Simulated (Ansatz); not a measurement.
Ansatz (a quantum-chemistry and plane-wave program) input (MP2/6-31G*):

Ansatz 0.2 input:
```yaml
crystal:
  periodic: [false, false, false]
  atoms:
    - {symbol: C, position_ang: [0.00321063, 1.07723153, 0.05140708]}
    - {symbol: C, position_ang: [-0.00311261, -1.04434114, -0.04983750]}
    - {symbol: C, position_ang: [-1.09975982, 0.06552535, -0.00413319]}
    - {symbol: C, position_ang: [1.10012885, 0.05829224, 0.01004195]}
    - {symbol: H, position_ang: [0.00642986, 2.15734776, 0.10295182]}
    - {symbol: H, position_ang: [0.00083048, -1.63620330, -0.96378666]}
    - {symbol: H, position_ang: [-0.01083500, -1.72051080, 0.80359931]}
    - {symbol: H, position_ang: [-1.75911514, 0.02859720, 0.87116926]}
    - {symbol: H, position_ang: [-1.74750663, 0.11249291, -0.88758417]}
    - {symbol: H, position_ang: [1.74789278, 0.01706635, 0.89376693]}
    - {symbol: H, position_ang: [1.75950128, 0.10096206, -0.86498650]}
basis:
  gaussian:
    orbitals: 6-31G*
magnetization: {spin_polarized: true, initial_magnetization: 1}
correlation: {method: mp2, electrons: outside_noble_gas}
relax: {f_tol: 0.003, max_steps: 120}
```

From the last part of the output:

```
second order -13.40827034 eV of doubles, -0.00000000 eV of singles
the calculation of the forces begins
relax step   3: F+E_penalty+E_count = -4243.86920046 eV  Δ(F+E_penalty+E_count) = -1.664e-4 eV  max|allowed force component| = 2.327e-2 eV/Å  Δτ_max = 0.0020 Å  (32 SCF iters, accepted)
these checks for a lower state are left out or cut short: starts, cluster_reference, orbital_swaps, neighbouring_geometries, increment
integrals: 0.04 GiB planned
905 factors; integrals over basis functions are off by at most 4.2e-4 eV
mean field: 0.20 GiB planned
mean field -4230.46140871 eV, -155.4665892604 hartree, gradient 2.1e-6 eV, S^2 0.766397; 0 other end points of the search recorded, 0 dependent functions left out
4 core orbitals not correlated
reference -4230.46140871 eV, -155.4665892604 hartree; 12, 11 occupied and 58, 59 virtual orbitals, 905 factors
densities: 0.20 GiB planned
second order -13.40780572 eV of doubles, -0.00000000 eV of singles
the calculation of the forces begins
relax step   4: F+E_penalty+E_count = -4243.86921443 eV  Δ(F+E_penalty+E_count) = -1.397e-5 eV  max|allowed force component| = 5.773e-3 eV/Å  Δτ_max = 0.0005 Å  (35 SCF iters, accepted)
these checks for a lower state are left out or cut short: starts, cluster_reference, orbital_swaps, neighbouring_geometries, increment
integrals: 0.04 GiB planned
905 factors; integrals over basis functions are off by at most 4.2e-4 eV
mean field: 0.20 GiB planned
mean field -4230.46135540 eV, -155.4665873011 hartree, gradient 2.1e-6 eV, S^2 0.766395; 0 other end points of the search recorded, 0 dependent functions left out
4 core orbitals not correlated
reference -4230.46135540 eV, -155.4665873011 hartree; 12, 11 occupied and 58, 59 virtual orbitals, 905 factors
densities: 0.20 GiB planned
second order -13.40786028 eV of doubles, -0.00000000 eV of singles
the calculation of the forces begins
relax step   5: F+E_penalty+E_count = -4243.86921568 eV  Δ(F+E_penalty+E_count) = -1.251e-6 eV  max|allowed force component| = 2.563e-4 eV/Å  Δτ_max = 0.0002 Å  (33 SCF iters, accepted)
these checks for a lower state are left out or cut short: cluster_reference
integrals: 0.04 GiB planned
905 factors; integrals over basis functions are off by at most 4.2e-4 eV
mean field: 0.20 GiB planned
mean field evaluation 64: about -4230.4615 eV, gradient 3.7e-4 eV
mean field -4230.46135540 eV, -155.4665873011 hartree, gradient 2.1e-6 eV, S^2 0.766395; 1 other end points of the search recorded, 0 dependent functions left out
4 core orbitals not correlated
reference -4230.46135540 eV, -155.4665873011 hartree; 12, 11 occupied and 58, 59 virtual orbitals, 905 factors
densities: 0.20 GiB planned
second order -13.40786028 eV of doubles, -0.00000000 eV of singles
the calculation of the forces begins
Total energy: -4243.86921568 eV, -155.9593170784 hartree
Atom 0 at     0.003210     1.077055     0.051399 Å, force     0.000001     0.000256     0.000012 eV/Å
Atom 1 at    -0.003094    -1.038098    -0.049540 Å, force    -0.000001    -0.000200    -0.000010 eV/Å
Atom 2 at    -1.102705     0.064323    -0.004210 Å, force    -0.000070    -0.000078    -0.000004 eV/Å
Atom 3 at     1.103067     0.057071     0.010003 Å, force     0.000069    -0.000078    -0.000003 eV/Å
Atom 4 at     0.006438     2.160099     0.103083 Å, force     0.000000     0.000012     0.000001 eV/Å
Atom 5 at     0.000850    -1.633779    -0.965560 Å, force     0.000001     0.000105    -0.000043 eV/Å
Atom 6 at    -0.010840    -1.718267     0.805595 Å, force    -0.000000     0.000100     0.000053 eV/Å
Atom 7 at    -1.760584     0.025673     0.874455 Å, force     0.000020    -0.000029    -0.000024 eV/Å
Atom 8 at    -1.748931     0.109896    -0.891152 Å, force     0.000020    -0.000031     0.000021 eV/Å
Atom 9 at     1.749300     0.014133     0.897071 Å, force    -0.000020    -0.000028    -0.000024 eV/Å
Atom 10 at     1.760954     0.098356    -0.868536 Å, force    -0.000020    -0.000031     0.000021 eV/Å
Dipole moment:    -0.000098    -0.032971    -0.001573 e Å
Checks for a lower state left out: cluster_reference
```
